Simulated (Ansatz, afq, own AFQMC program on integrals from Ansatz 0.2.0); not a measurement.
# Where AFQMC and coupled cluster stand for TiSiH3OF2, doublet

```xyz
8

F    -1.9134   -0.8490   -2.2293
Ti   -1.6687   -0.1624   -0.6267
F    -3.0299    0.0568    0.4685
O    -0.0244    0.3074   -0.1038
Si    1.5103    0.7452    0.3802
H     2.0610   -0.3065    1.2848
H     1.4533    2.0466    1.1086
H     2.3955    0.8857   -0.8133
```

Basis def2-SVP. Only valence electrons are correlated. Ansatz 0.2.0 and our own AFQMC program on the same integrals; the CISD trial comes from CCSD amplitudes, and released means the phaseless constraint is let go. Error bars are statistical, one sigma. The metal's outer-core s and p shells are frozen, which shifts wave-function levels against functionals.

Determinant: UHF, the one that the program's search chose, which needn't be the lowest solution. The geometry is a PBE0/def2-SVP stationary point of this or a neighbouring charge and spin state.

No full CI on the walks' own integrals is used here. The released AFQMC energy serves as the reference, which it does only where one determinant dominates, the energy is flat over the last release times and near the phaseless one (40 meV or 2 meV an electron, half that with transition metals). On small molecules, where full CI could be run and the noise was under 10 meV, such values lay within 10 meV of it in 19 cases of 20, a flattering rate, since the rule was set on those same cases; what remains of the bias isn't in the error bar.

Cautions: no relativity below Rb; outer-core shells of the metal frozen; the released value is read at 0.80 1/Eh with a noise of 17 meV, more than in the cases checked, later times being too noisy (meV from the phaseless value at times in 1/Eh: -23 ± 10 at 0.24, -11 ± 9 at 0.48, -16 ± 17 at 0.80, -19 ± 20 at 1.20); released reference can be 30 meV off for metals.

The T1 diagnostic is 0.0230, the weight of the determinant in the CISD state is 0.789 and the ⟨S²⟩ of the determinant is 0.754. The size of the correlated space is 31 electrons in 89 orbitals.

```csv
level,correlation energy (eV)
MP2,-20.2074
CCSD,-20.8873
CCSD(T),-21.4304
```

Task: Estimate where AFQMC with the constraint released lies against CCSD(T) on the same integrals.

Result: 11.1 ± 1.7 kJ/mol below CCSD(T).

Reference: AFQMC with the constraint released, correlation energy -21.546 ± 0.017 eV.

| level | E − E(reference) (kJ/mol) | share of correlation (%) |
| --- | --- | --- |
| CCSD(T) | 11.1 ± 1.7 | 99.46 |
| ph-AFQMC/HF | -37.3 ± 4.7 | 101.79 |
| ph-AFQMC/CISD | 1.5 ± 1.9 | 99.93 |

Released energies are given only where the last usable release times agree within the noise; a slower fall can still hide under it.
